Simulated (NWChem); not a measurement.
# C4H6 (1-butyne): levels of theory compared

Aim: a comparison of 5 runs (HF/STO-3G, HF/3-21G, B3LYP/6-31G*, M06-2X/cc-pVDZ) of C4H6 (1-butyne). 

The calculation is run with NWChem 7.3.0.

1 further run of the same task is left out (set aside as unsound or not needed). Runs told in other sessions of the task aren't counted.

**1. The molecule**

C4H6: 10 atoms, total charge 0, spin state singlet. As SMILES, `C#CCC`. Geometry: relaxed at PBE0-D4/def2-TZVP.

Bond lengths: C1–C2 1.201 Å, C2–C3 1.453 Å, C3–C4 1.526 Å, C1–H5 1.064 Å, C3–H6 1.095 Å, C3–H7 1.095 Å, C4–H8 1.092 Å, C4–H9 1.091 Å, C4–H10 1.091 Å. Some angles: C1–C2–C3 178.8°, C2–C3–C4 112.8°, C2–C1–H5 179.7°, C2–C3–H6 108.8°, C2–C3–H7 108.8°, C4–C3–H6 110.0°, C4–C3–H7 110.0°, C3–C4–H8 110.4°, C3–C4–H9 110.8°, C3–C4–H10 110.8°.

**2. Energy and forces at HF/STO-3G (run 1)**

calc.nw reads:

```
start calc
title "C4H6 gradient"
memory total 2200 mb

geometry units angstrom noautosym nocenter noautoz
  C     -0.710750     1.680210    -1.381330
  C     -0.058400     0.889370    -0.756470
  C      0.705410    -0.079680     0.011620
  C     -0.176980    -0.989860     0.861700
  H     -1.283760     2.383410    -1.937480
  H      1.308110    -0.680710    -0.677310
  H      1.415170     0.455960     0.650710
  H      0.435830    -1.700320     1.420050
  H     -0.763300    -0.406590     1.573470
  H     -0.871330    -1.551790     0.235040
end

basis spherical bse
  C library STO-3G
  H library STO-3G
end

scf
  singlet
  rhf
  thresh 1e-08
  maxiter 80
end

task scf gradient
```

On the command line:

```sh
nwchem calc.nw > calc.out
```

The log of the run:

```text
[...]
  functions       =    26
[...]
  wavefunction    = RHF
[...]
         Total SCF energy =   -153.024710398577
      One-electron energy =   -410.790561231335
      Two-electron energy =    154.555864105050
 Nuclear repulsion energy =    103.209986727708
        Time for solution =      0.7s
[...]
                         RHF ENERGY GRADIENTS
    atom               coordinates                        gradient
                 x          y          z           x          y          z
   1 C      -1.343123   3.175137  -2.610335   -0.048526   0.057960  -0.045745
   2 C      -0.110360   1.680666  -1.429521    0.066613  -0.078798   0.062123
   3 C       1.333032  -0.150573   0.021959   -0.031064   0.009090  -0.005265
   4 C      -0.334444  -1.870564   1.628377    0.011905   0.012761  -0.011868
   5 H      -2.425955   4.503992  -3.661306    0.000067  -0.000211   0.000172
   6 H       2.471969  -1.286355  -1.279930    0.002221  -0.000085  -0.002843
   7 H       2.674284   0.861639   1.229664    0.002485   0.002597   0.000306
   8 H       0.823599  -3.213139   2.683505    0.002708  -0.003396   0.002675
   9 H      -1.442428  -0.768344   2.973427   -0.003000   0.002241   0.002793
  10 H      -1.646575  -2.932458   0.444161   -0.003409  -0.002160  -0.002348
[...]
```

Wall time 1.4 s (1 thread of Intel Xeon 6975P-C (Granite Rapids), shared host); peak memory 0.094 GiB.

**3. Energy and forces at HF/3-21G (run 2)**

mol.nw reads:

```
start mol
title "C4H6 hf"
memory stack 880 mb heap 220 mb global 1100 mb
charge 0
geometry units au noautosym nocenter noautoz
  C  -1.34312284  3.17513673 -2.61033539
  C  -0.11036001  1.68066572 -1.42952112
  C   1.33303171 -0.15057338  0.02195862
  C  -0.33444373 -1.87056430  1.62837700
  H  -2.42595481  4.50399214 -3.66130657
  H   2.47196964 -1.28635547 -1.27993040
  H   2.67428372  0.86163952  1.22966369
  H   0.82359934 -3.21313912  2.68350558
  H  -1.44242795 -0.76834375  2.97342737
  H  -1.64657506 -2.93245810  0.44416123
end
basis spherical bse
  * library 3-21G
end
scf
  singlet
  rhf
  thresh 1e-08
  maxiter 80
end
task scf gradient
```

On the command line:

```sh
nwchem mol.nw > mol.out
```

The log of the run:

```text
[...]
  functions       =    48
[...]
  wavefunction    = RHF
[...]
         Total SCF energy =   -154.043707385085
      One-electron energy =   -410.547933373269
      Two-electron energy =    153.294246660946
 Nuclear repulsion energy =    103.209979327238
        Time for solution =      1.0s
[...]
                         RHF ENERGY GRADIENTS
    atom               coordinates                        gradient
                 x          y          z           x          y          z
   1 C      -1.343123   3.175137  -2.610335   -0.010042   0.010205  -0.007945
   2 C      -0.110360   1.680666  -1.429521    0.022996  -0.023375   0.018176
   3 C       1.333032  -0.150573   0.021959   -0.022023   0.000365   0.001471
   4 C      -0.334444  -1.870564   1.628377    0.010624   0.008730  -0.008319
   5 H      -2.425955   4.503992  -3.661307   -0.005814   0.007460  -0.005922
   6 H       2.471970  -1.286355  -1.279930    0.004159  -0.002599  -0.003687
   7 H       2.674284   0.861640   1.229664    0.004687   0.002881   0.002728
   8 H       0.823599  -3.213139   2.683506    0.003055  -0.003488   0.002728
   9 H      -1.442428  -0.768344   2.973427   -0.003564   0.002658   0.003594
  10 H      -1.646575  -2.932458   0.444161   -0.004077  -0.002836  -0.002825
[...]
```

It took 1.8 s on 1 thread of Intel Xeon 6975P-C (Granite Rapids), shared host; peak memory 0.097 GiB.

Runs 3 to 4 aren't shown in full; the table further down has their settings and results.

**4. Energy and gradient at B3LYP/6-31G(d) (spherical functions) (run 5)**

test.nw reads:

```
start test
title "C4H6"
memory stack 880 mb heap 220 mb global 1100 mb
charge 0

geometry units au noautosym nocenter noautoz
  C  -1.34312284  3.17513673 -2.61033539
  C  -0.11036001  1.68066572 -1.42952112
  C   1.33303171 -0.15057338  0.02195862
  C  -0.33444373 -1.87056430  1.62837700
  H  -2.42595481  4.50399214 -3.66130657
  H   2.47196964 -1.28635547 -1.27993040
  H   2.67428372  0.86163952  1.22966369
  H   0.82359934 -3.21313912  2.68350558
  H  -1.44242795 -0.76834375  2.97342737
  H  -1.64657506 -2.93245810  0.44416123
end

basis "ao basis" spherical bse
  * library 6-31G*
end

dft
  xc b3lyp
  grid xfine
  convergence energy 1e-08
  iterations 100
  mulliken
  print medium
end

task dft gradient
```

On the command line:

```sh
nwchem test.nw > test.out
```

The log of the run:

```text
[...]
          Wavefunction type:  closed shell.
          No. of atoms     :    10
          No. of electrons :    30
[...]
          Charge           :     0
          Spin multiplicity:     1
[...]
          AO basis - number of functions:    68
[...]
              XC Information
              --------------
                         B3LYP Method XC Potential
                     Hartree-Fock (Exact) Exchange  0.200
                        Slater Exchange Functional  0.800 local
                    Becke 1988 Exchange Functional  0.720 non-local
              Lee-Yang-Parr Correlation Functional  0.810
                  VWN I RPA Correlation Functional  0.190 local
[...]
 d= 0,ls=0.0,diis     1   -155.9192510498 -2.59D+02  1.26D-02  3.51D-01     2.6
[...]
 d= 0,ls=0.0,diis     8   -155.9632541528  9.88D-09  5.96D-06  4.39D-07    17.2
         Total DFT energy =     -155.963254152835
      One electron energy =     -412.482654003887
           Coulomb energy =      177.238898035376
    Exchange-Corr. energy =      -23.929477511561
 Nuclear repulsion energy =      103.209979327238
[...]
      Total Density - Mulliken Population Analysis
     ---------------------------------------------
    Atom       Charge   Shell Charges
 -----------   ------   -------------------------------------------------------
    1 C    6     6.49   2.00  0.68  2.02  0.70  1.07  0.02
    2 C    6     5.68   2.00  0.68  2.02  0.45  0.50  0.03
    3 C    6     6.39   2.00  0.67  2.14  0.59  0.95  0.04
    4 C    6     6.44   2.00  0.67  2.13  0.63  0.98  0.03
    5 H    1     0.82   0.51  0.31
    6 H    1     0.83   0.53  0.30
    7 H    1     0.83   0.53  0.30
    8 H    1     0.85   0.53  0.32
    9 H    1     0.84   0.53  0.31
   10 H    1     0.84   0.53  0.31
[...]
  wavefunction    = closed shell
[...]
```

It took 22 s on 1 thread of Intel Xeon 6975P-C (Granite Rapids), shared host; peak memory 0.14 GiB.

**5. The series**

| run | level | Cartesian functions | iteration cap | energy (Eh) | dipole moment (D) | HOMO energy (eV) | LUMO energy (eV) | wall time |
| --- | --- | --- | --- | --- | --- | --- | --- | --- |
| 1 | HF/STO-3G | no | 80 | -153.024710 | 0.52 | -8.74 | 10.80 | 1.4 s |
| 2 | HF/3-21G | no | 80 | -154.043707 | 0.69 | -10.34 | 6.05 | 1.8 s |
| 3 | B3LYP/6-31G* (Cartesian functions) | yes | 100 | -155.966521 | – | – | – | 28 s |
| 4 | M06-2X/cc-pVDZ | no | 100 | -155.896970 | – | – | – | 46 s |
| 5 | B3LYP/6-31G* (spherical functions) | no | 100 | -155.963254 | 0.67 | -7.03 | 1.62 | 22 s |

**6. Outcome**

| quantity | value |
| --- | --- |
| run 5: total energy | -155.96325 Eh |
| run 5: dipole moment | 0.67 D |
| run 5: HOMO energy | -7.03 eV |
| run 5: LUMO energy | 1.62 eV |
| run 5: HOMO–LUMO gap | 8.65 eV |
| run 5: largest force on an atom | 0.738 eV/Å |

What this shows: Over runs 1, 2, 5 the dipole moment (its size) runs from 0.52 D (HF/STO-3G) to 0.69 D (HF/3-21G). Over runs 1, 2, 5 the HOMO–LUMO gap runs from 8.65 eV (B3LYP/6-31G*) to 19.55 eV (HF/STO-3G). The two ends differ in method and basis. Totals of different functionals can't be ranked against each other. In run 1 the basis is minimal, so the values are rough. All runs together took 98 s, the longest 46 s.
